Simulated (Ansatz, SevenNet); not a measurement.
For bcc Ta, the machine-learned potential SevenNet-0 (trained on PBE and PBE+U data) gives:

```
Item                  Value
------------------  -------
lattice constant a  3.320 Å
bulk modulus B0     197 GPa
```

### Question
What does r²SCAN-D4 in Ansatz (PAW) give for the same quantities?

### Answer

- lattice constant a: 3.301 Å (drops by 0.6 %)
- bulk modulus: 203 GPa (rises by 3.0 %)

For comparison: lattice constant a 3.299 Å (measured, static lattice: zero-point anharmonic expansion removed; as tabulated in Mejia-Rodriguez and Trickey (2018), arXiv:1807.09216); bulk modulus 198 GPa (measured, corrected for temperature and zero-point phonon effects, our sources range from 194 to 203; as tabulated in Levämäki et al. (2014), arXiv:1402.3671).

Changes are worked out from the printed values.

Unless a cell is named, each level is at its own relaxed cell (SevenNet-0 18.30, r²SCAN-D4 17.98 Å³/atom).

Levels without +SOC leave out spin–orbit coupling, which shifts energies and cells of such heavy elements.

Ansatz's density-functional and Hartree–Fock values are scalar-relativistic unless marked +SOC, with PAW data made under PBE.

Ansatz is a program for electronic structure.
